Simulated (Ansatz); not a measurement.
C$_{4}$H$_{6}$S (`CC1=CSC1`), one more setting.

```yaml
crystal:
  periodic: [false, false, false]
  atoms:
    - {symbol: C, position_ang: [-1.344698, 0.442973, 0.364229]}
    - {symbol: C, position_ang: [0.021824, -0.083297, 0.143699]}
    - {symbol: C, position_ang: [0.839820, -0.834938, 0.888239]}
    - {symbol: S, position_ang: [2.205702, -0.914130, -0.228306]}
    - {symbol: C, position_ang: [0.909279, 0.100521, -1.054236]}
    - {symbol: H, position_ang: [-1.362706, 1.537178, 0.323988]}
    - {symbol: H, position_ang: [-1.727152, 0.134335, 1.338836]}
    - {symbol: H, position_ang: [-2.039673, 0.083729, -0.402033]}
    - {symbol: H, position_ang: [0.756896, -1.285041, 1.868974]}
    - {symbol: H, position_ang: [1.247517, 1.121221, -1.242750]}
    - {symbol: H, position_ang: [0.558590, -0.359548, -1.980041]}
basis:
  gaussian: {orbitals: def2-TZVPD, nuclear_model: gaussian, point_charges: [{charge: 1.00, position_ang: [5.498, 0.470, 0.026]}]}
magnetization: {spin_polarized: true, initial_magnetization: 2}
hamiltonian: {xc: {name: r2SCANh}}
accuracy: high
```

```sh
$ ansatz run in.yaml --threads 4 --pin off --events-out ev --progress --plain --max-ram 10444MiB
```

Shortened log:

```
Functional definition: r2SCANh
4073 factors; integrals over basis functions are off by at most 4.0e-9 eV
mean field evaluation 1: about -15058.1847 eV, gradient 5.8e1 eV
mean field evaluation 2: about -14941.5826 eV, gradient 1.4e2 eV
mean field evaluation 4: about -15072.3426 eV, gradient 2.6e1 eV
mean field evaluation 8: about -15076.3576 eV, gradient 8.5e-1 eV
mean field evaluation 16: about -15076.5580 eV, gradient 1.5e-2 eV
mean field evaluation 32: about -15076.5580 eV, gradient 5.7e-7 eV
mean field -15076.55803539 eV, -554.0532885427 hartree, gradient 6.0e-8 eV, S^2 2.015901; 4 other end points of the search recorded, 0 dependent functions left out
reference -15076.55805029 eV, -554.0532890899 hartree; 24, 22 occupied and 224, 226 virtual orbitals, 4073 factors
Total energy: -15076.55805029 eV, -554.0532890899 hartree
```

Hardware: 4 threads of an AMD EPYC 9R45 on a shared host. Wall time 17 s, peak host memory 2.3 GiB.
